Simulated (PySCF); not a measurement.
C5H9S (doublet state).
Z-matrix (Å and degrees, GFN2-xTB geometry), rows numbered from 1:
```
C 
C   1  1.2895
C   2  1.5243  1  126.39
C   3  1.5281  2  110.96  1   118.32
C   4  1.5200  3  111.36  2   -65.64
S   5  1.8264  4  112.06  3  -178.77
H   1  1.0648  2  139.07  3     0.96
H   2  1.0853  1  120.70  3   179.33
H   3  1.0924  2  108.03  1  -121.87
H   3  1.0907  2  109.74  1    -3.61
H   4  1.0934  3  109.56  2    55.64
H   4  1.0927  3  109.35  2   173.63
H   5  1.0899  4  110.99  3   -62.01
H   5  1.0901  4  111.48  3    59.64
H   6  1.3315  5   96.19  4   -63.56
```

The hyperfine couplings belong to this conformer and change with its torsions.

Identity: `[H]/[C]=C\CCCS` [radical].

Computed, not measured: PySCF 2.14.0, UKS B3LYP, pcH-1 on C H S, non-relativistic, mean-field spin-orbit, GIAO. The structure is a single GFN2-xTB conformer in the gas phase; no vibrational or solvent corrections. A GFN2-xTB geometry isn't a minimum of the functional, and hyperfine couplings can be far from their values at a DFT geometry. Stability of the SCF solution: not tested.

**Question.** Give the principal g shifts and their parts.

**Answer.** 
```csv
Δg (ppm),1,2,3
relativistic mass correction,-147,-147,-147
gauge correction,33,6,-32
orbital Zeeman/spin–orbit,-568,25,532
total,-683,-116,353
```

So g = 2.00164, 2.00220, 2.00267 and g_iso = 2.00217; the tensor is rhombic: the two nearest values differ by 45 % of g3 − g1. Axes: g1 points within 4° of the C1–H7 bond and g2 points within 1° of the C2–C3 bond.

**Question.** What effective moment and Curie constant follow for a powder?

**Answer.** With the mean of g² = 4.0087 and S(S+1) = 0.75: μ_eff = √(⟨g²⟩S(S+1)) = 1.734 μB and χT = 0.12505·⟨g²⟩·S(S+1) = 0.376 cm³ K/mol (cgs; spin-Hamiltonian part alone).

**Question.** At 93.569 GHz, how far is the centre of the isotropic spectrum from where a free electron (g = 2.002319) resonates?

**Answer.** B = hν/(g μB) with μB/h = 13.99624 MHz/mT gives 3338.77 mT for the free electron and 3339.02 mT at g_iso, 0.25 mT higher.

**Question.** How much does each term add to the isotropic shift?

**Answer.** The mass correction -147, the orbital-Zeeman/spin–orbit term -4 and the gauge correction 2 ppm, for a total of -148 ppm. The mass correction is the largest in size. The mass correction is the same along every axis, so the anisotropy comes from the other two: their spans along these axes are 65 (gauge) and 1101 ppm (orbital Zeeman/spin–orbit).

**Question.** In a frozen sample, at which fields do the three g values resonate at 9.5, 34, 94 and 263 GHz (hyperfine left aside), and which band first spreads them over more than twice a line width of 0.5 mT?

**Answer.** 
| band | GHz | B(g3) mT | B(g2) mT | B(g1) mT | spread mT |
| --- | --- | --- | --- | --- | --- |
| X | 9.5 | 338.92 | 339.00 | 339.10 | 0.18 |
| Q | 34.0 | 1212.99 | 1213.27 | 1213.62 | 0.63 |
| W | 94.0 | 3353.56 | 3354.35 | 3355.30 | 1.74 |
| J | 263.0 | 9382.84 | 9385.04 | 9387.70 | 4.86 |

The spread grows in proportion to the frequency. W band is the first where it exceeds 1.0 mT.

The Mulliken spin populations are largest on C1 (+1.04), C2 (-0.17) and C3 (+0.08). No atom but C1 exceeds +0.15. The positive populations add up to 1.17 and the negative ones to -0.17, together 2S = 1.

The HOMO–LUMO gaps are 6.51 eV among the α and 4.20 eV among the β orbitals.
